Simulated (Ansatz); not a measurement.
`C#CC(C)C` + H₂ → `C#CCC` + CH₄ at 400 K and 1 bar (hydrogenolysis of a C–C bond).

Gas-phase electronic energies from Ansatz, PBE0-D4/def2-TZVP geometries. CCSD(T)/CBS adds triple-zeta CCSD(T) − MP2 to the extrapolated MP2 energy (def2 sets, frozen cores). This one scheme is used for every species.

```csv
species,CCSD(T)/CBS energy (Eh),H − E (kJ/mol),S (J/(mol·K))
`C#CC(C)C`,-195.01939,327.3,350.8
H₂,-1.17544,38.0,139.0
`C#CCC`,-155.75665,247.3,314.3
CH₄,-40.46206,131.3,197.2
```

H − E and S are ideal-gas, rigid-rotor, harmonic terms from PBE0-D4/def2-TZVP. The MP2-based limit puts H₂ 0.8 mEh under its directly extrapolated value; such offsets cancel only in part. 1 Eh = 2625.50 kJ/mol, R = 8.31446 J/(mol·K).

Task: By hand: ΔE, ΔH, ΔS and ΔG.

Result: ΔE = (-155.75665) + (-40.46206) − (-195.01939) − (-1.17544) = -0.02388 Eh = -62.7 kJ/mol. Δ(H − E) = 247.3 + 131.3 − 327.3 − 38.0 = 13.3, so ΔH = -49.4 kJ/mol. ΔS = 314.3 + 197.2 − 350.8 − 139.0 = 21.7 J/(mol·K). ΔG = -49.4 − 400 × (21.7)/1000 = -58.1 kJ/mol.

Task: By hand: the equilibrium constant, and the temperature at which ΔG would vanish if ΔH and ΔS stayed fixed.

Result: log₁₀ K = −ΔG/(RT ln 10) = 7.6. ΔH and −TΔS have one sign here, so there is no such temperature.

ΔH outweighs TΔS. A doubt of 5 kJ/mol in ΔE shifts log₁₀ K by 0.7 here. These are equilibria of isolated gas molecules and say nothing of rates. Largest T1 diagnostic: 0.011 (customary marks: 0.02 for closed shells, 0.045 for open ones).
